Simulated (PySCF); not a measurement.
LiC: one state, many levels of theory

State: ⁴Σ⁻ (quartet), unpaired electrons σ ↑, π ↑↑. Set-up: Li x2c-TZVPPall, C x2c-TZVPPall; spin-free X2C with a Gaussian nucleus (PySCF 2.14). De refers to Li + C in their high-spin ground configurations, without counterpoise correction. The functionals are run spin-unrestricted. A positive dipole means Li(−)C(+).

```tsv
Level	Re (Å)	ωe (cm⁻¹)	De (eV)	μ (D)
UHF	1.882	719	1.92	-6.64
UHF-MP2	1.886	702	2.59	n/a
UHF-SCS-MP2	1.884	705	2.33	n/a
UHF-CCSD	1.886	702	2.48	n/a
UHF-CCSD(T)	1.888	698	2.52	n/a
LDA	1.872	695	3.15	-6.00
PBE	1.890	678	2.74	-5.96
revPBE	1.902	667	2.60	-6.01
PW91	1.888	680	2.78	-5.97
r²SCAN	1.892	688	2.81	-6.24
PBE0	1.877	702	2.65	-6.21
M06-2X	1.875	704	2.68	-6.40
ωB97M-V	1.887	688	2.69	-6.35
```

The bond length runs from 1.872 Å (LDA) to 1.902 Å (revPBE). De spans 1.92 eV (UHF, mean field) to 3.15 eV (LDA, local density). Correlation at CCSD(T) changes the Hartree–Fock bond energy by +0.60 eV; the triples alone change it by +0.04 eV.

Correlated steps freeze 1 core orbital. The state is the lowest determinant that a PBE0 search found; another state may lie lower at other levels.
